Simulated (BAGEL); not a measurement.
# triplet CH5BS: levels of theory compared

We compute a comparison of 5 runs (UHF/STO-3G, UHF/3-21G, ROHF/6-31G*, UHF/6-31G*, ROHF/def2-SVPD) of triplet CH5BS. 

Program for the calculation: BAGEL 1.2.2.

### 1 The structure to begin with

CH5BS: 8 atoms, total charge 0, spin state triplet. As SMILES of the parent species, `BSC`. The coordinates come from a PBE0-D4/def2-TZVP relaxation. That shape belongs to the parent species and isn't relaxed for this state.

Bond lengths: B1–S2 1.749 Å, S2–C3 1.809 Å, B1–H4 1.194 Å, B1–H5 1.193 Å, C3–H6 1.090 Å, C3–H7 1.090 Å, C3–H8 1.088 Å. Angles: B1–S2–C3 105.8°, S2–B1–H4 121.2°, S2–B1–H5 115.9°, S2–C3–H6 109.1°, S2–C3–H7 109.0°, S2–C3–H8 109.9°, H4–B1–H5 123.0°, H6–C3–H7 109.0°, H6–C3–H8 109.9°, H7–C3–H8 109.9°.

### 2 A single-point energy at UHF/STO-3G (density fitting with qzvpp-jkfit) (run 1)

Input file input.json:

```json
{ "bagel" : [

{
  "title" : "molecule",
  "basis" : "sto-3g",
  "df_basis" : "qzvpp-jkfit",
  "angstrom" : "true",
  "geometry" : [
    { "atom" : "B", "xyz" : [      -0.869900,       0.955400,      -0.908000 ] },
    { "atom" : "S", "xyz" : [       0.707800,       0.854100,      -0.159000 ] },
    { "atom" : "C", "xyz" : [       0.741400,      -0.735700,       0.702900 ] },
    { "atom" : "H", "xyz" : [      -1.667800,       0.075300,      -0.790300 ] },
    { "atom" : "H", "xyz" : [      -1.086100,       1.947800,      -1.532900 ] },
    { "atom" : "H", "xyz" : [       0.910600,      -0.561000,       1.765100 ] },
    { "atom" : "H", "xyz" : [       1.559600,      -1.337000,       0.307300 ] },
    { "atom" : "H", "xyz" : [      -0.203500,      -1.256000,       0.559200 ] }
  ]
},

{ "title" : "uhf", "nopen" : 2 },

{ "title" : "print", "file" : "orbitals.molden", "orbitals" : "true" }

]}
```

Run with:

```sh
$ BAGEL_NUM_THREADS=1 BAGEL input.json > input.out
```

The log of the run:

```text
* using 1 threads per process

  ===============================================================
  ===============================================================

  *** Geometry ***

  { "atom" : "B", "xyz" : [     -1.643873,      1.805444,     -1.715871 ] },
  { "atom" : "S", "xyz" : [      1.337548,      1.614015,     -0.300466 ] },
  { "atom" : "C", "xyz" : [      1.401043,     -1.390272,      1.328288 ] },
  { "atom" : "H", "xyz" : [     -3.151685,      0.142296,     -1.493451 ] },
  { "atom" : "H", "xyz" : [     -2.052432,      3.680809,     -2.896761 ] },
  { "atom" : "H", "xyz" : [      1.720785,     -1.060136,      3.335556 ] },
  { "atom" : "H", "xyz" : [      2.947217,     -2.526564,      0.580713 ] },
  { "atom" : "H", "xyz" : [     -0.384559,     -2.373496,      1.056735 ] },

  Number of auxiliary basis functions:      368

  Since a DF basis is specified, we compute 2- and 3-index integrals:
    o Being stored without compression. Storage requirement is 0.002 GB

  Number of basis functions:       24
  Number of electrons      :       32

    * METHOD: MOLECULE                             0.08

  *** Open-shell HF ***

  === Nuclear Repulsion ===
    94.6542449087

      * DIIS with orbital gradients will be used.

  === UHF iteration (sto-3g) ===
      0       -457.64328725          0.02864737           0.02
      1       -457.70045701          0.00796591           0.02
      2       -457.70528909          0.00227167           0.02
      3       -457.70597290          0.00072450           0.02
      4       -457.70618647          0.00007779           0.02
      5       -457.70623563          0.00001180           0.02
      6       -457.70624813          0.00000376           0.02
      7       -457.70625196          0.00000214           0.02
      8       -457.70625353          0.00000092           0.02
      9       -457.70625371          0.00000040           0.02
     10       -457.70625374          0.00000020           0.02
     11       -457.70625374          0.00000006           0.02
     12       -457.70625374          0.00000004           0.02
     13       -457.70625374          0.00000003           0.02
     14       -457.70625374          0.00000002           0.02
     15       -457.70625374          0.00000001           0.02
    * SCF iteration converged.

    * S^2 (UHF) is 2.0183

    * Permanent dipole moment:
           (   -1.710493,     0.747015,    -1.151667) a.u.

    * METHOD: UHF                                  0.30

    * METHOD: PRINT                                0.00

  ===============================================================
```

It took 0.54 s on 1 thread of Arm Neoverse V2, shared host.

### 3 The energy at UHF/3-21G (density fitting with qzvpp-jkfit) (run 2)

Input file input.json:

```json
{ "bagel": [

{
  "title": "molecule",
  "basis": "3-21g",
  "df_basis": "qzvpp-jkfit",
  "angstrom": "true",
  "geometry": [
    { "atom": "B", "xyz": [      -0.869900,       0.955400,      -0.908000 ] },
    { "atom": "S", "xyz": [       0.707800,       0.854100,      -0.159000 ] },
    { "atom": "C", "xyz": [       0.741400,      -0.735700,       0.702900 ] },
    { "atom": "H", "xyz": [      -1.667800,       0.075300,      -0.790300 ] },
    { "atom": "H", "xyz": [      -1.086100,       1.947800,      -1.532900 ] },
    { "atom": "H", "xyz": [       0.910600,      -0.561000,       1.765100 ] },
    { "atom": "H", "xyz": [       1.559600,      -1.337000,       0.307300 ] },
    { "atom": "H", "xyz": [      -0.203500,      -1.256000,       0.559200 ] }
  ]
},

{
  "title": "uhf",
  "nopen": 2
},

{
  "title": "print",
  "file": "orbitals.molden",
  "orbitals": "true"
}

]}
```

Run with:

```sh
$ BAGEL_NUM_THREADS=1 BAGEL input.json > input.out
```

The log of the run:

```text
* using 1 threads per process

  ===============================================================
  ===============================================================

  *** Geometry ***

  { "atom" : "B", "xyz" : [     -1.643873,      1.805444,     -1.715871 ] },
  { "atom" : "S", "xyz" : [      1.337548,      1.614015,     -0.300466 ] },
  { "atom" : "C", "xyz" : [      1.401043,     -1.390272,      1.328288 ] },
  { "atom" : "H", "xyz" : [     -3.151685,      0.142296,     -1.493451 ] },
  { "atom" : "H", "xyz" : [     -2.052432,      3.680809,     -2.896761 ] },
  { "atom" : "H", "xyz" : [      1.720785,     -1.060136,      3.335556 ] },
  { "atom" : "H", "xyz" : [      2.947217,     -2.526564,      0.580713 ] },
  { "atom" : "H", "xyz" : [     -0.384559,     -2.373496,      1.056735 ] },

  Number of auxiliary basis functions:      368

  Since a DF basis is specified, we compute 2- and 3-index integrals:
    o Being stored without compression. Storage requirement is 0.005 GB

  Number of basis functions:       41
  Number of electrons      :       32

    * METHOD: MOLECULE                             0.09

  *** Open-shell HF ***

  === Nuclear Repulsion ===
    94.6542449087

      * DIIS with orbital gradients will be used.

  === UHF iteration (3-21g) ===
      0       -460.42717687          0.03006544           0.03
      1       -460.48885881          0.00779170           0.03
      2       -460.49522166          0.00278608           0.03
      3       -460.49654309          0.00091434           0.03
      4       -460.49678537          0.00026971           0.03
      5       -460.49682996          0.00008230           0.03
      6       -460.49683824          0.00001602           0.03
      7       -460.49684182          0.00000685           0.03
      8       -460.49684332          0.00000300           0.03
      9       -460.49684375          0.00000133           0.03
     10       -460.49684384          0.00000054           0.03
     11       -460.49684384          0.00000041           0.03
     12       -460.49684384          0.00000032           0.03
     13       -460.49684385          0.00000020           0.03
     14       -460.49684385          0.00000011           0.03
     15       -460.49684385          0.00000009           0.03
     16       -460.49684385          0.00000002           0.03
     17       -460.49684385          0.00000001           0.03
    * SCF iteration converged.

    * S^2 (UHF) is 2.0192

    * Permanent dipole moment:
           (   -1.461627,     0.976279,    -1.164097) a.u.

    * METHOD: UHF                                  0.63

    * METHOD: PRINT                                0.00

  ===============================================================
```

Wall time 0.89 s (1 thread of Arm Neoverse V2, shared host).

Runs 3 to 4 aren't shown in full; the table further down has their settings and results.

### 4 A single-point energy at ROHF/def2-SVPD (density fitting with qzvpp-jkfit) (run 5)

Input file hf.json:

```json
{ "bagel": [

{
  "title": "molecule",
  "basis": "def2-svpd.json",
  "df_basis": "qzvpp-jkfit",
  "angstrom": true,
  "geometry": [
    { "atom": "B", "xyz": [   -0.869900,    0.955400,   -0.908000 ] },
    { "atom": "S", "xyz": [    0.707800,    0.854100,   -0.159000 ] },
    { "atom": "C", "xyz": [    0.741400,   -0.735700,    0.702900 ] },
    { "atom": "H", "xyz": [   -1.667800,    0.075300,   -0.790300 ] },
    { "atom": "H", "xyz": [   -1.086100,    1.947800,   -1.532900 ] },
    { "atom": "H", "xyz": [    0.910600,   -0.561000,    1.765100 ] },
    { "atom": "H", "xyz": [    1.559600,   -1.337000,    0.307300 ] },
    { "atom": "H", "xyz": [   -0.203500,   -1.256000,    0.559200 ] }
  ]
},
{
  "title": "rohf",
  "nopen": 2
},
{
  "title": "print",
  "file": "orbitals.molden",
  "orbitals": true
}

]}
```

The basis set def2-SVPD is read from a file made from the Basis Set Exchange's data (not shown).

Run with:

```sh
$ BAGEL_NUM_THREADS=1 BAGEL hf.json > hf.out
```

The log of the run:

```text
* using 1 threads per process

  ===============================================================
  ===============================================================

  *** Geometry ***

  { "atom" : "B", "xyz" : [     -1.643873,      1.805444,     -1.715871 ] },
  { "atom" : "S", "xyz" : [      1.337548,      1.614015,     -0.300466 ] },
  { "atom" : "C", "xyz" : [      1.401043,     -1.390272,      1.328288 ] },
  { "atom" : "H", "xyz" : [     -3.151685,      0.142296,     -1.493451 ] },
  { "atom" : "H", "xyz" : [     -2.052432,      3.680809,     -2.896761 ] },
  { "atom" : "H", "xyz" : [      1.720785,     -1.060136,      3.335556 ] },
  { "atom" : "H", "xyz" : [      2.947217,     -2.526564,      0.580713 ] },
  { "atom" : "H", "xyz" : [     -0.384559,     -2.373496,      1.056735 ] },

  Number of auxiliary basis functions:      368

  Since a DF basis is specified, we compute 2- and 3-index integrals:
    o Being stored without compression. Storage requirement is 0.034 GB

  Number of basis functions:      107
  Number of electrons      :       32

    * METHOD: MOLECULE                             0.14

  *** Open-shell HF ***

  === Nuclear Repulsion ===
    94.6542449087

      * DIIS with orbital gradients will be used.

  === ROHF iteration (def2-svpd.json) ===
      0       -462.54772254          0.02419994           0.11
      1       -462.65697954          0.00870748           0.11
      2       -462.67055740          0.00305082           0.11
      3       -462.67275480          0.00124671           0.11
      4       -462.67328167          0.00024687           0.11
      5       -462.67333711          0.00009949           0.11
      6       -462.67334296          0.00001652           0.11
      7       -462.67334479          0.00000644           0.11
      8       -462.67334497          0.00000189           0.11
      9       -462.67334500          0.00000081           0.11
     10       -462.67334499          0.00000048           0.11
     11       -462.67334498          0.00000036           0.11
     12       -462.67334498          0.00000028           0.11
     13       -462.67334498          0.00000020           0.11
     14       -462.67334499          0.00000011           0.11
     15       -462.67334499          0.00000006           0.11
     16       -462.67334499          0.00000004           0.11
     17       -462.67334499          0.00000002           0.11
     18       -462.67334499          0.00000001           0.11
    * SCF iteration converged.

    * S^2 (ROHF) is 2.0000

    * Permanent dipole moment:
           (   -1.411423,     0.880300,    -1.090612) a.u.

    * METHOD: ROHF                                 2.23

    * METHOD: PRINT                                0.02

  ===============================================================
```

It took 2.6 s on 1 thread of Arm Neoverse V2, shared host; peak memory 0.11 GiB.

### 5 All runs side by side

| run | level | energy (Eh) | dipole moment (D) | ⟨S²⟩ | wall time |
| --- | --- | --- | --- | --- | --- |
| 1 | UHF/STO-3G (density fitting with qzvpp-jkfit) | -457.706254 | 5.57 | 2.018 | 0.54 s |
| 2 | UHF/3-21G (density fitting with qzvpp-jkfit) | -460.496844 | 5.36 | 2.019 | 0.89 s |
| 3 | ROHF/6-31G* (density fitting with qzvpp-jkfit, spherical functions) | -462.812295 | 5.29 | 2.000 | 1.2 s |
| 4 | UHF/6-31G* (density fitting with qzvpp-jkfit, spherical functions) | -462.820789 | 5.28 | 2.025 | 1.2 s |
| 5 | ROHF/def2-SVPD (density fitting with qzvpp-jkfit) | -462.673345 | 5.06 | 2.000 | 2.6 s |

### 6 Outcome

| quantity | value |
| --- | --- |
| run 5: total energy | -462.67334 Eh |
| run 5: dipole moment | 5.06 D |
| run 5: ⟨S²⟩ | 2.000 |

**Reading.** The dipole moment (its size) runs from 5.06 D (ROHF/def2-SVPD) to 5.57 D (UHF/STO-3G). The two ends differ in method and basis. In run 1 the basis is minimal, so the values are rough. All runs together took 6.4 s, the longest 2.6 s.
